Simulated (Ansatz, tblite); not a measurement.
Removing an electron: AlH2F. Total charge 0; singlet. Geometry: PBE0-D4/def2-TZVP. Ansatz, gas phase; energy differences of separate SCF runs; the oxidised species was run as a doublet alone.

| atom | x (Å) | y (Å) | z (Å) |
| --- | --- | --- | --- |
| Al1 | -0.013 | -0.053 | 0.012 |
| H2 | -0.486 | -0.359 | 1.483 |
| H3 | 0.090 | -1.093 | -1.167 |
| F4 | 0.409 | 1.505 | -0.328 |

The xTB rows come from tblite.

```tsv
level	−HOMO (eV)	vertical IE (eV)	−LUMO (eV)	HOMO–LUMO gap (eV)
GFN1-xTB	12.58	16.28	6.67	5.91
PBE-D4/def2-TZVP	7.45	11.13	2.14	5.32
r2SCAN-D4/def2-TZVP	7.79	11.26	1.74	6.05
```

**Question.** Estimate the rows for GFN2-xTB, PBE0-D4/def2-TZVP.

**Answer.** 
```
            level  −HOMO (eV)  vertical IE (eV)  −LUMO (eV)  HOMO–LUMO gap (eV)
         GFN2-xTB       11.55             15.42        6.83                4.72
PBE0-D4/def2-TZVP        8.79             11.44        1.37                7.42
```

Relaxing the oxidised species (PBE0-D4/def2-TZVP) changes its energy by -0.46 eV at PBE0-D4/def2-TZVP, so the adiabatic ionisation energy to this nearest minimum is 10.97 eV. At PBE-D4/def2-TZVP it is 10.84 eV.  Run but left out: HF/def2-TZVPP, MP2/def2-TZVPP, CCSD/def2-TZVPP, CCSD(T)/def2-TZVPP (flagged by the program: other roots). Raw xTB energy differences between charge states are shifted by several eV; the methods need an empirical correction for them.
